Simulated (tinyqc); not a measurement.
Inside a calculation. Method: MP2 on RHF in the sto-3g basis, frozen core, for H2O, spin multiplicity 1. One step of it, computed by the program tinyqc.

Task: Iteration 8 (converged): orbitals. Diagonalise F' = X^T F X, C = X C', fill 5 alpha and 5 beta electrons from the bottom; D = 2 C_occ C_occ^T. Each column has its largest component positive (the first on a tie).

converged F (hartree), lower triangle:
```
,1O 1s,1O 2s,1O 2px,1O 2py,1O 2pz,2H 1s,3H 1s
1O 1s,-20.215450
1O 2s,-5.161416,-2.450920
1O 2px,0.000000,0.000000,-0.387076
1O 2py,0.000000,0.000000,0.000000,-0.357142
1O 2pz,-0.029698,-0.131877,0.000000,0.000000,-0.363656
2H 1s,-1.303514,-1.086226,0.000000,-0.422001,-0.345774,-0.622466
3H 1s,-1.303514,-1.086226,0.000000,0.422001,-0.345774,-0.406989,-0.622466
```

X, lower triangle:
```
,1O 1s,1O 2s,1O 2px,1O 2py,1O 2pz,2H 1s,3H 1s
1O 1s,1.024380
1O 2s,-0.145677,1.282711
1O 2px,0.000000,0.000000,1.000000
1O 2py,0.000000,0.000000,0.000000,1.140052
1O 2pz,-0.010072,0.114765,0.000000,0.000000,1.050507
2H 1s,0.022981,-0.323920,0.000000,-0.260619,-0.143007,1.237941
3H 1s,0.022981,-0.323920,0.000000,0.260619,-0.143007,-0.090358,1.237941
```

Give: F' = X^T F X; orbital energies; coefficients C; D after iteration 8.

Result:

F' = X^T F X (hartree), lower triangle:
```
,1,2,3,4,5,6,7
1,-19.8335
2,-2.6976,-1.1807
3,0.0000,0.0000,-0.3871
4,0.0000,0.0000,0.0000,0.0081
5,-0.0520,0.1116,0.0000,0.0000,-0.2254
6,-0.2178,-0.5598,0.0000,-0.5157,-0.3158,0.0418
7,-0.2178,-0.5598,0.0000,0.5157,-0.3158,-0.1139,0.0418
```

orbital energies (hartree): MO1 -20.2245, MO2 -1.2770, MO3 -0.6511, MO4 -0.4368, MO5 -0.3871, MO6 0.6266, MO7 0.8149

coefficients C:
```
,MO1,MO2,MO3,MO4,MO5,MO6,MO7
1O 1s,0.9940,-0.2322,0.0000,0.0988,0.0000,-0.1415,0.0000
1O 2s,0.0275,0.8217,0.0000,-0.5182,0.0000,0.9721,0.0000
1O 2px,0.0000,0.0000,0.0000,0.0000,1.0000,0.0000,0.0000
1O 2py,0.0000,0.0000,0.5986,0.0000,0.0000,0.0000,1.0379
1O 2pz,0.0044,0.1323,0.0000,0.8122,0.0000,0.6932,0.0000
2H 1s,-0.0065,0.1628,0.4365,0.2517,0.0000,-0.8333,-0.8715
3H 1s,-0.0065,0.1628,-0.4365,0.2517,0.0000,-0.8333,0.8715
```

D after iteration 8, lower triangle:
```
,1O 1s,1O 2s,1O 2px,1O 2py,1O 2pz,2H 1s,3H 1s
1O 1s,2.1034
1O 2s,-0.4292,1.8890
1O 2px,0.0000,0.0000,2.0000
1O 2py,0.0000,0.0000,0.0000,0.7166
1O 2pz,0.1077,-0.6241,0.0000,0.0000,1.3543
2H 1s,-0.0387,0.0063,0.0000,0.5226,0.4519,0.5609
3H 1s,-0.0387,0.0063,0.0000,-0.5226,0.4519,-0.2012,0.5609
```
